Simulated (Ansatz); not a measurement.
Two structures of AlH3, closed shell, reached by relaxing down either side of one saddle point (PBE0-D4/def2-TZVP). Energies are electronic, without zero-point energy. Program: Ansatz 0.2.0. Basis: def2-TZVPP and def2-QZVPP. Cores are frozen in the correlated methods. Extrapolation: Hartree–Fock as exp(−7.88 √X), correlation as X^−2.97. First:

| atom | x (Å) | y (Å) | z (Å) |
| --- | --- | --- | --- |
| Al1 | -1.0601 | 0.2477 | -0.8715 |
| H2 | 0.5123 | -0.0602 | -1.3239 |
| H3 | 0.5776 | -0.1486 | 0.8755 |
| H4 | -0.0298 | -0.0388 | 1.3200 |

Second:

```csv
atom,x (Å),y (Å),z (Å)
Al1,-1.3408,0.2844,-0.2529
H2,0.9695,-0.1694,-0.8796
H3,1.0323,-0.2081,-0.1223
H4,-0.6610,0.0932,1.2549
```

(1) Which bonds change from the first to the second?

(2) Give the saddle point's structure and its height above each. (Judge from chemistry; the value comes from the calculation.)

The search had been set up for a 1,1-elimination (forming H2–H3, breaking Al1–H2, Al1–H3); from that guess it ended on this step instead.

No T1 diagnostic of these runs exceeds 0.016. The restricted Hartree–Fock reference is unstable towards an unrestricted one at one or more of these structures.

Results:

(1) AlH + H₂ → AlH + H₂; bonds formed: Al1–H4, H2–H3; bonds broken: Al1–H2, H3–H4.

(2) Computed: 0.596 eV above the first and 0.596 eV above the second (CCSD(T) at an estimated basis limit (MP2 extrapolated from triple and quadruple zeta, plus CCSD(T) − MP2 in triple zeta)).
Al1  (-1.054, 0.234, -0.495)
H2  (0.680, -0.112, -0.807)
H3  (0.541, -0.120, 0.255)
H4  (-0.168, -0.001, 1.048)
(Å)

For scale, one of the runs: CCSD(T)/def2-TZVPP, 84 basis functions, launched by `ansatz run in.yaml --threads 2 --pin off --events-out ev --progress --plain --max-ram 4352MiB`. Hardware: 2 CPU threads of an Arm Neoverse V2, shared host. Wall time about 0.6 s.
